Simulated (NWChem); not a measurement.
Everything below was run with NWChem. System: C2H6O, charge 0, spin multiplicity 1, displaced from the optimised geometry. Level: CCSD(T)/cc-pVDZ, 3 core orbitals frozen, spin-restricted.

Job file:

```
start mol
memory heap 100 mb stack 700 mb global 1900 mb
geometry units angstroms nocenter noautoz noautosym
  C     -1.196103     0.135848     0.249933
  C      0.078198    -0.423526    -0.353377
  O      1.221697     0.310521    -0.003404
  H     -2.080322    -0.425757    -0.089924
  H     -1.324808     1.192093    -0.031213
  H     -1.173038     0.079390     1.351459
  H      0.338747    -3.102197     0.320215
  H      0.017988    -0.387799    -1.453140
  H      1.311621     0.278963     0.954656
end
basis spherical
  * library cc-pvdz
end
scf
  rhf
  nopen 0
  maxiter 100
  thresh 1e-7
  semidirect memsize 60000000 filesize 0
end
ccsd
  freeze core 3
  maxiter 60
end
task ccsd(t) energy
```

NWChem printed:

```
             Northwest Computational Chemistry Package (NWChem) 7.3.0
             --------------------------------------------------------

                                NWChem Input Module
                                -------------------

 Scaling coordinates for geometry "geometry" by  1.889725989
 (inverse scale =  0.529177249)

                             Geometry "geometry" -> ""
                             -------------------------

 Output coordinates in angstroms (scale by  1.889725989 to convert to a.u.)

  No.       Tag          Charge          X              Y              Z
 ---- ---------------- ---------- -------------- -------------- --------------
    1 C                    6.0000    -1.19610300     0.13584800     0.24993300
    2 C                    6.0000     0.07819800    -0.42352600    -0.35337700
    3 O                    8.0000     1.22169700     0.31052100    -0.00340400
    4 H                    1.0000    -2.08032200    -0.42575700    -0.08992400
    5 H                    1.0000    -1.32480800     1.19209300    -0.03121300
    6 H                    1.0000    -1.17303800     0.07939000     1.35145900
    7 H                    1.0000     0.33874700    -3.10219700     0.32021500
    8 H                    1.0000     0.01798800    -0.38779900    -1.45314000
    9 H                    1.0000     1.31162100     0.27896300     0.95465600

 Effective nuclear repulsion energy (a.u.)      78.3406294152

            Nuclear Dipole moment (a.u.)
            ----------------------------
        X                 Y               Z
 ---------------- ---------------- ----------------
     0.2954284227    -3.0371808369     0.7637459864


 Summary of "ao basis" -> "" (spherical)
 ------------------------------------------------------------------------------
       Tag                 Description            Shells   Functions and Types
 ---------------- ------------------------------  ------  ---------------------
 *                          cc-pvdz                   on all atoms

 Summary of "ao basis" -> "ao basis" (spherical)
 ------------------------------------------------------------------------------
       Tag                 Description            Shells   Functions and Types
 ---------------- ------------------------------  ------  ---------------------
 C                          cc-pvdz                  6       14   3s2p1d
 O                          cc-pvdz                  6       14   3s2p1d
 H                          cc-pvdz                  3        5   2s1p

                                 NWChem SCF Module
                                 -----------------

  ao basis        = "ao basis"
  functions       =    72
  atoms           =     9
  closed shells   =    13
  open shells     =     0
  charge          =   0.00
  wavefunction    = RHF
  use symmetry    = F
  symmetry adapt  = F

 Summary of "ao basis" -> "ao basis" (spherical)
 ------------------------------------------------------------------------------
       Tag                 Description            Shells   Functions and Types
 ---------------- ------------------------------  ------  ---------------------
 C                          cc-pvdz                  6       14   3s2p1d
 O                          cc-pvdz                  6       14   3s2p1d
 H                          cc-pvdz                  3        5   2s1p

 Forming initial guess at       0.0s

      Superposition of Atomic Density Guess
      -------------------------------------
[...]
task       200 out of       666 done  30%  at       0.9 secs
task       234 out of       666 done  35%  at       1.1 secs
task       267 out of       666 done  40%  at       1.3 secs
task       300 out of       666 done  45%  at       1.4 secs
task       333 out of       666 done  50%  at       1.5 secs
task       367 out of       666 done  55%  at       1.6 secs
task       400 out of       666 done  60%  at       1.7 secs
task       433 out of       666 done  65%  at       1.8 secs
task       467 out of       666 done  70%  at       1.9 secs
task       500 out of       666 done  75%  at       2.0 secs
task       533 out of       666 done  80%  at       2.0 secs
task       567 out of       666 done  85%  at       2.1 secs
task       600 out of       666 done  90%  at       2.2 secs
task       633 out of       666 done  95%  at       2.2 secs
task       666 out of       666 done 100%  at       2.3 secs
 commencing triples evaluation - blocking       1
 ccsd(t): done        1 out of       59 progress:    1.7%
 ccsd(t): done        2 out of       59 progress:    3.4%
 ccsd(t): done        3 out of       59 progress:    5.1%
 ccsd(t): done        4 out of       59 progress:    6.8%
 ccsd(t): done        5 out of       59 progress:    8.5%
 ccsd(t): done        6 out of       59 progress:   10.2%
 ccsd(t): done        7 out of       59 progress:   11.9%
 ccsd(t): done        8 out of       59 progress:   13.6%
 ccsd(t): done        9 out of       59 progress:   15.3%
 ccsd(t): done       10 out of       59 progress:   16.9%
 ccsd(t): done       11 out of       59 progress:   18.6%
 ccsd(t): done       12 out of       59 progress:   20.3%
 ccsd(t): done       13 out of       59 progress:   22.0%
 ccsd(t): done       14 out of       59 progress:   23.7%
 ccsd(t): done       15 out of       59 progress:   25.4%
 ccsd(t): done       16 out of       59 progress:   27.1%
 ccsd(t): done       17 out of       59 progress:   28.8%
 ccsd(t): done       18 out of       59 progress:   30.5%
 ccsd(t): done       19 out of       59 progress:   32.2%
 ccsd(t): done       20 out of       59 progress:   33.9%
 ccsd(t): done       21 out of       59 progress:   35.6%
 ccsd(t): done       22 out of       59 progress:   37.3%
 ccsd(t): done       23 out of       59 progress:   39.0%
 ccsd(t): done       24 out of       59 progress:   40.7%
 ccsd(t): done       25 out of       59 progress:   42.4%
 ccsd(t): done       26 out of       59 progress:   44.1%
 ccsd(t): done       27 out of       59 progress:   45.8%
 ccsd(t): done       28 out of       59 progress:   47.5%
 ccsd(t): done       29 out of       59 progress:   49.2%
 ccsd(t): done       30 out of       59 progress:   50.8%
 ccsd(t): done       31 out of       59 progress:   52.5%
 ccsd(t): done       32 out of       59 progress:   54.2%
 ccsd(t): done       33 out of       59 progress:   55.9%
 ccsd(t): done       34 out of       59 progress:   57.6%
 ccsd(t): done       35 out of       59 progress:   59.3%
 ccsd(t): done       36 out of       59 progress:   61.0%
 ccsd(t): done       37 out of       59 progress:   62.7%
 ccsd(t): done       38 out of       59 progress:   64.4%
 ccsd(t): done       39 out of       59 progress:   66.1%
 ccsd(t): done       40 out of       59 progress:   67.8%
 ccsd(t): done       41 out of       59 progress:   69.5%
 ccsd(t): done       42 out of       59 progress:   71.2%
 ccsd(t): done       43 out of       59 progress:   72.9%
 ccsd(t): done       44 out of       59 progress:   74.6%
 ccsd(t): done       45 out of       59 progress:   76.3%
 ccsd(t): done       46 out of       59 progress:   78.0%
 ccsd(t): done       47 out of       59 progress:   79.7%
 ccsd(t): done       48 out of       59 progress:   81.4%
 ccsd(t): done       49 out of       59 progress:   83.1%
 ccsd(t): done       50 out of       59 progress:   84.7%
 ccsd(t): done       51 out of       59 progress:   86.4%
 ccsd(t): done       52 out of       59 progress:   88.1%
 ccsd(t): done       53 out of       59 progress:   89.8%
 ccsd(t): done       54 out of       59 progress:   91.5%
 ccsd(t): done       55 out of       59 progress:   93.2%
 ccsd(t): done       56 out of       59 progress:   94.9%
 ccsd(t): done       57 out of       59 progress:   96.6%
 ccsd(t): done       58 out of       59 progress:   98.3%
 ccsd(t): done       59 out of       59 progress:  100.0%
 Time for integral evaluation pass     1        2.35
 Time for triples evaluation pass      1        3.25

 pseudo-e(mp4)  -0.40180161943943E-01
 pseudo-e(mp5)   0.52695435158363E-02
        e(t)    -0.34910618428107E-01

 --------------
 CCSD(T) Energy
 --------------
 Reference energy:                    -153.867594743927185

 CCSD corr. energy:                     -0.574137987695224
 T(CCSD) corr. energy:                  -0.040180161943943
 Total CCSD+T(CCSD) energy:           -154.481912893566346

 CCSD corr. energy:                     -0.574137987695224
 (T) corr. energy:                      -0.034910618428107
 Total CCSD(T) energy:                -154.476643350050523

 routine      calls  cpu(0)   cpu-min  cpu-ave  cpu-max   i/o
 aoccsd          1     0.01     0.01     0.01     0.01    0.00
 iterdrv         1     0.02     0.02     0.02     0.02    0.00
 pampt          15     0.08     0.08     0.08     0.08    0.00
 t2pm           15     0.11     0.11     0.11     0.11    0.00
 sxy            15     0.59     0.59     0.59     0.59    0.00
 ints      6643830    30.40    30.40    30.40    30.40    0.00
 t2eri        9990     4.49     4.49     4.49     4.49    0.00
 idx2         9990     0.86     0.86     0.86     0.86    0.00
 idx34          15     0.09     0.09     0.09     0.09    0.00
 ht2pm          15     0.17     0.17     0.17     0.17    0.00
 itm            15     1.03     1.03     1.03     1.03    0.00
 pdiis          15     0.04     0.04     0.04     0.04    0.00
 triples         1     0.00     0.00     0.00     0.00    0.00
 rdtrpo          1     0.01     0.01     0.01     0.01    0.00
 trpmos          1     2.35     2.35     2.35     2.35    0.00
 trpdrv          1     0.42     0.42     0.42     0.42    0.00
 dovvv       64900     1.56     1.56     1.56     1.56    0.00
 doooo       64900     0.37     0.37     0.37     0.37    0.00
 tengy       59000     0.86     0.86     0.86     0.86    0.00
 Total                43.45    43.45    43.45    43.45    0.00

 Task  times  cpu:       46.7s     wall:       46.7s

 Total times  cpu:       46.7s     wall:       46.7s
```
